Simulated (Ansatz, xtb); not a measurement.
**Two isomers of C4H4F−**

Structure I is `C=C/C=[C-]/F`, a singlet and structure II is `C=C/C=[C-]\F`, a singlet. Both are isolated ions in the gas phase, relaxed with PBE0-D3(BJ)/def2-SVPD; the shapes shown needn't be the lowest conformers.

I (Å):

```xyz
9

C    -2.3000    0.2165    1.8388
C    -1.0583   -0.1215    1.4134
C    -0.2490   -1.2359    1.8213
C     0.9937   -1.4189    1.2767
F     1.5715   -2.5797    1.8477
H    -2.8305   -0.3795    2.5881
H    -2.8149    1.0974    1.4472
H    -0.5798    0.5178    0.6597
H    -0.6566   -1.9295    2.5773
```

II (Å):

```yaml
atoms:
  - { symbol: C, position_ang: [1.0168, 0.8822, 0.9948] }
  - { symbol: C, position_ang: [0.9659, -0.1726, 0.1471] }
  - { symbol: C, position_ang: [1.2386, -0.1778, -1.2677] }
  - { symbol: C, position_ang: [1.1881, -1.2455, -2.1303] }
  - { symbol: F, position_ang: [0.8103, -2.4155, -1.4096] }
  - { symbol: H, position_ang: [1.2884, 1.8839, 0.6451] }
  - { symbol: H, position_ang: [0.7886, 0.7723, 2.0584] }
  - { symbol: H, position_ang: [0.6868, -1.1473, 0.5637] }
  - { symbol: H, position_ang: [1.5222, 0.7780, -1.7274] }
```

Energies in hartree; the thermal terms are from PBE0-D3(BJ)/def2-SVPD harmonic frequencies (ideal gas, rigid rotor, one conformer each, 298.15 K, 1 atm) and include the zero-point energy:

```
                               I           II
E, CCSD(T)/def2-SVPD  −253.775865  −253.772375
    E, MP2/def2-SVPD  −253.707267  −253.703611
  E, MP2/def2-TZVPPD  −254.145159  −254.141266
   zero-point energy     0.063034     0.063356
        H(298 K) − E     0.069281     0.069565
        G(298 K) − E     0.035021     0.035210
```

Correct the CCSD(T) difference for the basis set by the MP2 change, then work out ΔE, ΔE₀, ΔH and ΔG for I → II in kcal/mol (1 Eh = 627.51 kcal/mol) and the equilibrium ratio [II]/[I].

1. Differences II − I: CCSD(T) +0.003490, MP2 in the small set +0.003656, MP2 in the large set +0.003893 Eh.
2. ΔE = +0.003490 + (+0.003893 − (+0.003656)) = +0.003727 Eh = +2.34 kcal/mol.
3. ΔE₀ = ΔE + ΔZPE = +0.003727 + (+0.000322) Eh = +2.54 kcal/mol.
4. ΔH = ΔE + (+0.000284) Eh = +2.52 kcal/mol.
5. ΔG = ΔE + (+0.000189) Eh = +2.46 kcal/mol, so ΔS = (ΔH − ΔG)/T = +0.8 J/(mol K).
6. kT = 0.9442 mEh, so K = [II]/[I] = exp(−ΔG/kT) = exp(−4.15) ≈ 0.016.

Structure I is favoured at this temperature. An error of 1 kcal/mol in ΔG would change K by a factor of 5.4. Mirror images and further conformers aren't counted.

As drawn, both hold the same kinds of bond in the same numbers.

Other levels gave ΔE = +1.7 (GFN2-xTB); +1.3 (HF/STO-3G, GFN2-xTB geometries); +2.3 (r2SCAN-D4/def2-SVPD, GFN2-xTB geometries); +2.6 (PBE0-D3(BJ)/def2-SVPD); +2.7 (HF/def2-SVPD); +2.3 (MP2/def2-SVPD); +2.2 (CCSD(T)/def2-SVPD) kcal/mol. The correlated steps freeze 5 core orbitals. Programs: Ansatz 0.2.0, xtb 6.7.1.
